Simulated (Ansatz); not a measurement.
Density of states of SrCo2P2 (I4/mmm, a = 3.793 Å, b = 3.793 Å, c = 11.450 Å, α = 90.00°, β = 90.00°, γ = 90.00°), in states per eV and primitive cell, averaged over bins of 0.5 eV. Level of theory: Ansatz 0.2.0, DFT r2SCAN, scalar-relativistic, plane waves, PAW.

Settings: cutoff 500 eV, Γ-centred mesh 14×14×14 on the computed 5-atom cell, Gaussian smearing of 0.10 eV; collinear spin from starting moments 0 0.64 0.64 0 0 μB.

The cell is relaxed at this level. The states (both spins) are summed by tetrahedra on a 21×21×21 mesh at the self-consistent density. Energies are bin centres; the table starts no lower than −8 eV and ends at 6 eV, or lower where the solved bands end.

It is a metal at this level.

```
E − E_F (eV) total Co 3d up Co 3d down P 3p up P 3p down Co 4s up Co 4s down Sr 5s up Sr 5s down
       -6.60   0.73      0.12        0.04     0.25       0.15      0.09        0.05      0.00        0.00
       -6.10   2.69      0.30        0.21     0.78       0.79      0.16        0.18      0.05        0.04
       -5.60   3.20      0.36        0.33     0.87       1.03      0.11        0.14      0.06        0.07
       -5.10   1.31      0.27        0.15     0.37       0.33      0.03        0.03      0.02        0.01
       -4.60   4.28      1.36        0.39     1.46       0.76      0.04        0.04      0.04        0.04
       -4.10   9.07      1.74        1.83     2.22       2.88      0.02        0.02      0.01        0.02
       -3.60   3.18      1.06        0.74     0.40       0.83      0.00        0.00      0.01        0.00
       -3.10   1.74      1.25        0.15     0.09       0.12      0.01        0.00      0.02        0.01
       -2.60   2.66      1.27        1.12     0.06       0.01      0.00        0.00      0.01        0.02
       -2.10   5.58      3.44        1.59     0.12       0.06      0.03        0.00      0.01        0.02
       -1.60   7.71      3.18        3.66     0.26       0.13      0.02        0.03      0.01        0.01
       -1.10   4.77      0.74        3.17     0.24       0.24      0.01        0.03      0.00        0.01
       -0.60   3.34      1.27        1.08     0.43       0.25      0.05        0.01      0.01        0.00
       -0.10   2.43      0.83        0.45     0.49       0.24      0.03        0.01      0.03        0.01
        0.40   2.57      0.66        0.44     0.57       0.30      0.02        0.03      0.03        0.03
        0.90   3.84      0.39        1.86     0.44       0.54      0.01        0.04      0.02        0.02
        1.40   2.44      0.29        0.75     0.41       0.51      0.02        0.02      0.01        0.02
        1.90   1.51      0.17        0.35     0.28       0.38      0.01        0.01      0.01        0.01
        2.40   1.33      0.14        0.23     0.22       0.31      0.01        0.01      0.01        0.01
        2.90   0.99      0.06        0.10     0.09       0.13      0.01        0.01      0.02        0.02
        3.40   1.42      0.07        0.09     0.08       0.10      0.03        0.02      0.04        0.03
        3.90   2.05      0.07        0.09     0.06       0.07      0.09        0.07      0.09        0.05
        4.40   3.83      0.11        0.14     0.06       0.06      0.16        0.14      0.23        0.22
        4.90   4.65      0.09        0.13     0.10       0.09      0.21        0.20      0.17        0.18
        5.40   3.75      0.07        0.10     0.11       0.12      0.10        0.12      0.13        0.14
```

The columns after the total are the main Löwdin projections on the occupied valence shells of the potentials; 6 others are left out. The rest of the total lies in those, in shells that are empty in the free atom, which aren't projected, and between the atoms.

The state reached may not be the lowest one.

Only this magnetic start was tried.

Cost: 1 run of about 10 core-minutes, on Intel Xeon Platinum 8259CL (Skylake/Cascade Lake) (shared hosts).